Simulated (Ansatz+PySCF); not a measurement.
Two shapes of doublet CHClF.

Shape 1:

```xyz
4

C    -0.5517    0.5501   -0.1335
H    -0.7259    1.4990    0.3634
F    -1.5274   -0.3424    0.0275
Cl    1.0460   -0.1011    0.0112
```

Shape 2:

```xyz
4

C    -0.5563    0.5520   -0.1340
H    -0.7305    1.5009    0.3630
F    -1.5320   -0.3405    0.0271
Cl    1.0599   -0.1067    0.0125
```

Basis set: cc-pVTZ on H, C, F; cc-pV(T+d)Z on Cl (spherical functions). Frozen core: 7 orbitals. Correlation on ROHF uses semicanonical orbitals with singles. Charge 0, multiplicity 2.

Computed with Ansatz (development build ahead of 0.2.0) and PySCF 2.14.0; each method stands on the lowest determinant of its kind that the runs found.

(1) Which shape is lower in energy, and by how much in each method?

## Answers

(1)

| method | E(2) − E(1) (eV) |
| --- | --- |
| ROHF | 0.015 |
| UHF | 0.016 |
| ROHF-MP2 | 0.018 |
| UHF-MP2 | 0.018 |
| ROHF-CCSD(T) | 0.013 |

Shape 1 is lower.
